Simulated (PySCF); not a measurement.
# SiB⁺ (triplet) with other numerical set-ups

The method stays; parts of the set-up, such as the basis or the Hamiltonian, are changed.

The runs use PySCF 2.14.0; each script names its method and basis.

1 further run of the same task is left out (it didn't finish).

### 1 The starting structure

SiB⁺ (triplet): 2 atoms, charge 1, spin multiplicity 3.

Bond lengths: Si1–B2 1.928 Å.

### 2 Base script

input.py

```python
from pyscf import gto, scf, cc

mol = gto.M(
    atom='Si 0 0 0; B 0 0 1.928',
    basis='6-31+g*',
    charge=1,
    spin=2,
    verbose=3,
)
mf = scf.UHF(mol)
mf.kernel()
mycc = cc.CCSD(mf, frozen=6)
mycc.kernel()
mycc.ccsd_t()
mf.dip_moment()
print('orbital energies (hartree):', [e[max(0, n-3):n+3].round(4) for e, n in zip(mf.mo_energy, mol.nelec)])
```

Command:

```
$ python input.py
```

Its log is not repeated here.

Base result: E(SCF) = -313.104320 Eh, E(CCSD) − E(SCF) = -0.14759 Eh, (T) = -0.01003 Eh, ⟨S²⟩ = 2.092.

The bond length is a typed value, not an optimised one. The dipole of an ion depends on the origin. The triplet is typed in the script; nothing here shows that it is the ground state.

### 3 Cc-pcvdz

Edit 1 changes basis set: 6-31+g* → cc-pcvdz.

input.py

```python
from pyscf import gto, scf, cc

mol = gto.M(
    atom='Si 0 0 0; B 0 0 1.928',
    basis='cc-pcvdz',
    charge=1,
    spin=2,
    verbose=3,
)
mf = scf.UHF(mol)
mf.kernel()
mycc = cc.CCSD(mf, frozen=6)
mycc.kernel()
mycc.ccsd_t()
mf.dip_moment()
print('orbital energies (hartree):', [e[max(0, n-3):n+3].round(4) for e, n in zip(mf.mo_energy, mol.nelec)])
```

Command:

```
$ python input.py
```

### 4 Ano-rcc-vdzp (X2C on)

Edit 2 changes basis set: 6-31+g* → ano-rcc-vdzp; spin-free X2C: off → on.

Edit input.py of step 2 so:

```diff
@@ -4,3 +4,3 @@
     atom='Si 0 0 0; B 0 0 1.928',
-    basis='6-31+g*',
+    basis='ano-rcc-vdzp',
     charge=1,
@@ -10,2 +10,3 @@
 mf = scf.UHF(mol)
+mf = mf.sfx2c1e()
 mf.kernel()
```

### 5 Cartesian functions on

Edit 3 changes Cartesian functions: off → on.

Edit input.py of step 2 so:

```diff
@@ -7,2 +7,3 @@
     spin=2,
+    cart=True,
     verbose=3,
```

### 6 6-31g(3d)

Edit 4 changes basis set: 6-31+g* → 6-31g(3d).

Edit input.py of step 2 so:

```diff
@@ -4,3 +4,3 @@
     atom='Si 0 0 0; B 0 0 1.928',
-    basis='6-31+g*',
+    basis='6-31g(3d)',
     charge=1,
```

### 7 Spin-free X2C on

Edit 5 changes spin-free X2C: off → on.

Edit input.py of step 2 so:

```diff
@@ -10,2 +10,3 @@
 mf = scf.UHF(mol)
+mf = mf.sfx2c1e()
 mf.kernel()
```

### 8 Minao

Edit 6 changes basis set: 6-31+g* → minao.

Edit input.py of step 2 so:

```diff
@@ -4,3 +4,3 @@
     atom='Si 0 0 0; B 0 0 1.928',
-    basis='6-31+g*',
+    basis='minao',
     charge=1,
```

Before running it: what results should come out? Wanted: for each run, E(SCF); from base; gap, α spin; after the SCF.

As calculated:

| run | E(SCF) (hartree) | from base (eV) | gap, α spin (eV) | functions | after the SCF |
| --- | --- | --- | --- | --- | --- |
| base | -313.104320 | 0 | 8.51 | 40 | CCSD(T) correlation -4.289 eV, core frozen |
| cc-pcvdz | -313.128549 | -0.6593 | 8.62 | 45 | CCSD(T) correlation -4.321 eV, core frozen |
| ano-rcc-vdzp (X2C on) | -313.749941 | not comparable | 8.70 | 32 | CCSD(T) correlation -4.343 eV, core frozen |
| Cartesian functions on | -313.105291 | -0.0264 | 8.51 | n/a | CCSD(T) correlation -4.316 eV, core frozen |
| 6-31g(3d) (poor choice) | -313.112352 | not comparable | 8.75 | 52 | CCSD(T) correlation -4.423 eV, core frozen |
| spin-free X2C on | -313.656240 | -15.0185 | 8.51 | 40 | CCSD(T) correlation -4.287 eV, core frozen |
| minao | -313.055926 | +1.3169 | 8.18 | 14 | CCSD(T) correlation -2.404 eV, core frozen |

**Reading.** The largest comparable shift of the SCF energy, -15.018 eV, comes with the run “spin-free X2C on”. cc-pcvdz (45 functions) gives an energy 0.66 eV lower than 6-31+g* (40). Scalar relativity lowers the total energy by 15.02 eV, nearly all of it in the inner shells; a basis contracted without relativity catches only part of it. minao (14 functions) gives an energy 1.32 eV higher than 6-31+g* (40). Rows marked «poor choice» come from settings spoiled on purpose.
